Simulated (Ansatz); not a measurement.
# C₃H₅FN₂: one species, many methods

An exercise on one series of results from a longer session: the logs are not shown, and one member is left open.

The runs use Ansatz 0.2.0, Gaussian basis; functionals in def2-TZVPP, the program's frozen cores in correlated methods.

Levels to be run: PBE-D4, r2SCAN-D4, PBE0-D4, B3LYP-D4, ωB97X-V, ωB97M-V, B2PLYP; CCSD(T)/def2-TZVPP; MP2/def2-QZVPP; extrapolation to the limit.

**The geometry**

The geometry comes from an earlier relaxation with PBE0-D4 in a triple-zeta def2 set; it is a stationary point, not always the lowest conformer.

SMILES `C=C1NC(F)N1`, 11 atoms, charge 0, spin multiplicity 1.

Atoms are counted from 1 here; the program's logs count them from 0.

Bond lengths: C1–C2 1.325 Å, C1–H7 1.081 Å, C1–H8 1.081 Å, C2–N3 1.412 Å, C2–N6 1.412 Å, N3–C4 1.443 Å, N3–H9 1.008 Å, C4–F5 1.358 Å, C4–N6 1.443 Å, C4–H10 1.097 Å, N6–H11 1.008 Å. Angles: C2–C1–H7 120.5°, C2–C1–H8 120.5°, H7–C1–H8 118.9°, C1–C2–N3 134.3°, C1–C2–N6 134.3°, N3–C2–N6 91.3°, C2–N3–C4 88.1°, C2–N3–H9 120.4°, C4–N3–H9 120.6°, N3–C4–F5 114.6°, N3–C4–N6 88.8°, N3–C4–H10 116.0°, F5–C4–N6 114.6°, F5–C4–H10 106.5°, N6–C4–H10 116.0°, C2–N6–C4 88.1°, C2–N6–H11 120.4°, C4–N6–H11 120.6°.

Set-up of the first run:

The input, in.yaml:

```yaml
crystal:
  periodic: [false, false, false]
  atoms:
    - {symbol: C, position_ang: [-0.568449, -1.733041, 0.456976]}
    - {symbol: C, position_ang: [-0.294215, -0.454874, 0.241858]}
    - {symbol: N, position_ang: [0.562732, 0.487042, 0.852471]}
    - {symbol: C, position_ang: [0.419612, 1.308489, -0.325601]}
    - {symbol: F, position_ang: [0.116938, 2.608333, -0.075292]}
    - {symbol: N, position_ang: [-0.705295, 0.494480, -0.719540]}
    - {symbol: H, position_ang: [-0.107984, -2.262498, 1.278732]}
    - {symbol: H, position_ang: [-1.276633, -2.255540, -0.170005]}
    - {symbol: H, position_ang: [1.476032, 0.210983, 1.177802]}
    - {symbol: H, position_ang: [1.273350, 1.315209, -1.014219]}
    - {symbol: H, position_ang: [-0.830789, 0.224317, -1.682582]}
basis:
  gaussian: {orbitals: def2-TZVPP}
hamiltonian: {xc: pbe, dispersion: d4}
output: {forces: true, orbitals: {seedname: orbitals}}
```

Started as:

```console
> ansatz run in.yaml --threads 4 --pin off --events-out ev --progress --plain --max-ram 10444MiB
```

Steps of the session up to this table: PBE-D4 (GGA); r2SCAN-D4 (meta-GGA); PBE0-D4 (hybrid); B3LYP-D4 (hybrid); ωB97X-V (range-separated); ωB97M-V (range-separated); B2PLYP (double hybrid); CCSD(T) in def2-TZVPP; MP2 in def2-QZVPP.

One table of the session follows, with a row left open; its other results are not shown here.

It belongs to the step «Atomisation energies». 

```
            method  atomisation energy (kJ/mol)
            PBE-D4                       4664.0
         r2SCAN-D4                       4465.9
           PBE0-D4                       4521.4
          B3LYP-D4                       4472.6
           ωB97X-V                       4484.3
           ωB97M-V                       4486.6
            B2PLYP                       4415.5
     HF/def2-TZVPP                       2985.4
    MP2/def2-TZVPP                       4422.1
   CCSD/def2-TZVPP                       4210.1
CCSD(T)/def2-TZVPP                       4301.9
           MP2/CBS                            ?
       CCSD(T)/CBS                       4439.5
```

Estimate the missing values for MP2/CBS.

The run gave: atomisation energy (kJ/mol): 4559.7. In the column «atomisation energy (kJ/mol)» it lies between PBE0-D4 (4521.4) and PBE-D4 (4664.0).

Limits of these values: Free atoms (3 C, 2 N, 1 F, 5 H) were run apart at each level; the atomisation energy is their sum less the molecule, without zero-point or spin-orbit terms.
